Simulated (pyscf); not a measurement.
This saddle point was located with ωB97X-D3(BJ)/def2-SVP in PySCF.

```xyz
10

C     -2.0365     0.5469    -0.3566
Si    -0.4912     0.0062     0.5296
Cl     0.0575    -2.1052    -0.6777
H     -2.4069    -0.2627    -1.0023
H     -2.8138     0.7752     0.3915
H     -1.8484     1.4370    -0.9725
H     -0.7977    -0.9609     1.6206
H      0.2547     1.0766     1.2425
Cl     1.0413     0.5755    -1.3235
H      0.7371    -0.9646    -1.3868
```

Surface: singlet, charge 0. Lowest wavenumbers (cm⁻¹): 681i, 37, 121, 203, 296.

Which two sides does it connect, and which bonds change?

H₃C–SiH₂–Cl + hydrogen chloride (HCl) <-> H₃C–SiH₂–Cl + hydrogen chloride (HCl), a four-centre exchange read from left to right: Cl–Si, Cl–H broken and Cl–Si, Cl–H formed. At CCSD(T)/def2-TZVPP + ΔMP2(QZVPP) it lies +157.6 kJ/mol from the left side and +157.6 kJ/mol from the right (each side as separated species at their lowest minima found). One saddle was located; it need not be the lowest between these sides. The CCSD(T) − MP2 part came from Ansatz, without density fitting, on the same reference.
